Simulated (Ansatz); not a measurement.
Question: Name a neutral molecule of C, F, O and H with size of the dipole moment (ωB97M-V/def2-TZVPP) between 2.75 and 3.05 D and HOMO energy (B3LYP/def2-TZVPP) between -8.15 and -7.85 eV (Ansatz, PBE0-D4/def2-TZVP geometry).

Answer: `COC(F)OC` (2.92 D, -8.07 eV). Other molecules can fit too; these were computed, each in one conformer that needn't be the lowest.

B3LYP here is the variant with VWN-RPA as its local correlation; programs differ in this.
